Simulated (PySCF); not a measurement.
# One shape, several levels: doublet HNO−

Aim: a comparison of 6 runs (UB3LYP/6-31G*, U-revPBE/def2-TZVPPD, UB2PLYP/def2-TZVPPD, UM06-2X/def2-TZVPPD, UPBE/def2-TZVPPD, UCCSD(T)/def2-TZVPPD) of doublet HNO−. Input form: a Python script.

Program for the calculation: PySCF 2.14.0.

3 further runs of the same task are left out: 3 set aside as unsound or not needed.

## (1) The molecule

The species is HNO− (3 atoms), meant as a doublet with charge -1. As SMILES of the parent species, `N=O`. The coordinates come from a PBE0-D4/def2-TZVP relaxation. That shape belongs to the parent species and isn't relaxed for this state.

Bond lengths: N1–O2 1.190 Å, N1–H3 1.063 Å. Angles: O2–N1–H3 108.9°.

## (2) The energy at UB3LYP/6-31G(d) (spherical functions) (run 1)

File job.py:

```python
from pyscf import gto, dft

mol = gto.Mole()
mol.atom = '''
N     -0.536115     0.591087    -0.221400
O      1.427310     0.750599     0.862660
H     -0.891195    -1.341668    -0.641279
'''
mol.verbose = 3
mol.charge = -1
mol.basis = '6-31g*'
mol.spin = 1
mol.unit = 'bohr'
mol.max_memory = 1860
mol.build()

myscf = dft.UKS(mol, xc='b3lyp')
myscf.grids.level = 5
myscf.conv_tol = 1e-10
myscf.kernel()
if not myscf.converged:
    myscf = myscf.newton().run(myscf.mo_coeff, myscf.mo_occ)

energy = myscf.e_tot
print('E = %.10f Eh' % energy)
```

Command:

```console
OMP_NUM_THREADS=1 python job.py
```

The program printed:

```text
WARN: HOMO -0.153939259383955 >= LUMO -0.153939259383957

converged SCF energy = -130.427795450275  <S^2> = 0.75297045  2S+1 = 2.0029682
E = -130.4277954503 Eh
```

It took 7.5 s on 1 thread of Arm Neoverse N1, shared host; peak memory 0.21 GiB.

## (3) A single-point energy at U-revPBE/def2-TZVPPD (run 2)

File input.py:

```python
from pyscf import gto, dft

mol = gto.Mole()
mol.atom = '''
N     -0.536115     0.591087    -0.221400
O      1.427310     0.750599     0.862660
H     -0.891195    -1.341668    -0.641279
'''
mol.max_memory = 1860
mol.spin = 1
mol.unit = 'bohr'
mol.basis = 'def2-tzvppd'
mol.verbose = 3
mol.charge = -1
mol.build()

myscf = dft.UKS(mol, xc='revpbe')
myscf.grids.level = 5
myscf.conv_tol = 1e-10
myscf.kernel()
if not myscf.converged:
    myscf = myscf.newton().run(myscf.mo_coeff, myscf.mo_occ)

energy = myscf.e_tot
print('E = %.10f Eh' % energy)
```

Command:

```console
OMP_NUM_THREADS=1 python input.py
```

The program printed:

```text
WARN: HOMO -0.158384530168213 >= LUMO -0.158384530168199

converged SCF energy = -130.496399187228  <S^2> = 0.75330056  2S+1 = 2.0032978
E = -130.4963991872 Eh
```

Wall time 22 s (1 thread of Arm Neoverse N1, shared host); peak memory 0.46 GiB.

Runs 3 to 4 aren't shown in full; the table further down has their settings and results.

## (4) The energy at UPBE/def2-TZVPPD (run 5)

File geometry.xyz:

```xyz
3
HNO
N     -0.283700     0.312790    -0.117160
O      0.755300     0.397200     0.456500
H     -0.471600    -0.709980    -0.339350
```

File job.py:

```python
from pyscf import gto, dft

mol = gto.Mole()
mol.atom = 'geometry.xyz'
mol.verbose = 3
mol.max_memory = 1860
mol.basis = 'def2-tzvppd'
mol.spin = 1
mol.charge = -1
mol.build()

mf = dft.UKS(mol)
mf.xc = 'pbe'
mf.conv_tol = 1e-10
mf.grids.level = 5
mf.kernel()
if not mf.converged:
    mf = mf.newton().run(mf.mo_coeff, mf.mo_occ)

e_final = mf.e_tot
print(f'total energy: {e_final:.8f} hartree')
```

Command:

```console
OMP_NUM_THREADS=1 python job.py
```

The program printed:

```text
WARN: HOMO -0.160862463929242 >= LUMO -0.160862463929256

converged SCF energy = -130.394869655479  <S^2> = 0.75297247  2S+1 = 2.0029703
total energy: -130.39486966 hartree
```

Run time: 22 s. Hardware: 1 thread of Arm Neoverse N1, shared host; peak memory 0.46 GiB.

## (5) A single-point energy at UCCSD(T)/def2-TZVPPD (run 6)

File calc.py:

```python
from pyscf import gto, cc

mol = gto.M(
    atom=[
    ('N', (-0.283700, 0.312790, -0.117160)),
    ('O', (0.755300, 0.397200, 0.456500)),
    ('H', (-0.471600, -0.709980, -0.339350)),
],
    max_memory=1860,
    charge=-1,
    basis='def2-tzvppd',
    spin=1,
    verbose=3,
)

myscf = mol.UHF()
myscf.conv_tol = 1e-10
myscf.kernel()
if not myscf.converged:
    myscf = myscf.newton().run(myscf.mo_coeff, myscf.mo_occ)

mycc = cc.CCSD(myscf, frozen=2)
mycc.kernel()
e_t = mycc.ccsd_t()
energy = mycc.e_tot + e_t
print('E(%s) = %.9f' % ('CCSD(T)', energy))
```

Command:

```console
OMP_NUM_THREADS=1 python calc.py
```

The program printed:

```text
converged SCF energy = -129.824380492413  <S^2> = 0.77557964  2S+1 = 2.0254181
E(UCCSD) = -130.2718144060868  E_corr = -0.447433913673962
UCCSD(T) correction = -0.018225894418255
E(CCSD(T)) = -130.290040301
```

Run time: 2.9 min. Hardware: 1 thread of Arm Neoverse N1, shared host; peak memory 3.3 GiB.

## (6) All runs side by side

```
run                                level  frozen core orbitals  integration grid  energy (Eh)  HOMO energy (eV)  LUMO energy (eV)   ⟨S²⟩  wall time
  1  UB3LYP/6-31G* (spherical functions)                     –                 5  -130.427795              4.67              8.89  0.753      7.5 s
  2                 U-revPBE/def2-TZVPPD                     –                 5  -130.496399              4.24              5.12  0.753       22 s
  3                  UB2PLYP/def2-TZVPPD                     2                 5  -130.438062              1.18              6.25  0.761       28 s
  4                  UM06-2X/def2-TZVPPD                     –                 5  -130.471371              1.36              5.79  0.757       52 s
  5                     UPBE/def2-TZVPPD                     –                 5  -130.394870              4.18              5.14  0.753       22 s
  6                 UCCSD(T)/def2-TZVPPD                     2                 –  -130.290040             -1.22              7.07  0.776    2.9 min
```

## (7) Results

| quantity | value |
| --- | --- |
| run 6: total energy | -130.29004 Eh |
| run 6: HOMO energy (Hartree–Fock orbitals) (highest over α and β) | -1.22 eV |
| run 6: LUMO energy (Hartree–Fock orbitals) (lowest over α and β) | 7.07 eV |
| run 6: correlation energy (2 core orbitals frozen) | -465.7 mEh |
| run 6: (T) correction | -18.23 mEh |
| run 6: ⟨S²⟩ of the reference determinant | 0.776 |
| run 6: T1 diagnostic | 0.020 |

What this shows: Totals of different functionals can't be ranked against each other. In runs 1, 2, 3, 4, 5 the HOMO lies above zero, so the outermost electron may be held by the basis alone. All runs together took 5.1 min, the longest 2.9 min.
